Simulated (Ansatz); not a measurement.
Results of r²SCAN in Ansatz (plane waves, PAW) for fcc Ni.

A relaxed, unreconstructed slab of the (211) face has 24 atoms, two equal faces of 14.824 Å² each and an energy of -140282.3425 eV. A bulk cell of 6 atoms with the same orientation and in-plane k mesh has -35071.7406 eV. Energies are extrapolated to zero smearing.

Numerical settings: plane-wave cutoff 500 eV, 10×22×1 k mesh (along the axes of the cell as run), Fermi–Dirac smearing 0.1 eV, spin-polarised with parallel moments, scalar-relativistic PAW data made under PBE.

Worked out: γ = (E_slab − N E_bulk per atom)/2A = [-140282.3425 − 24 × (-35071.7406/6)]/(2 × 14.824) = 0.1558 eV/Å². With 16.022 J/m² per eV/Å² this is 2.50 J/m², or 2.31 eV per surface cell and face.

Note: a magnet's gap depends somewhat on the PAW data.

Ansatz is a quantum-chemistry and plane-wave program.
